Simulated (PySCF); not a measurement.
Method: PySCF 2.14.0 with PBE-D3(BJ)/def2-TZVP // PBE-D3(BJ)/def2-SVP. Isolated molecules, 0 K electronic values unless said otherwise. 

Reference species (SMILES): `O` (neutral, multiplicity 1).

```yaml
HOMO: -6.96 eV
dipole_moment: 2.07 D
```

Changed species: `N` (free base NH3; the reference has free base H2O).

Predict the effect on the HOMO and dipole moment.

the HOMO increases by 0.81 eV, to -6.15 eV; the dipole moment drops by 0.27 D, to 1.80 D.
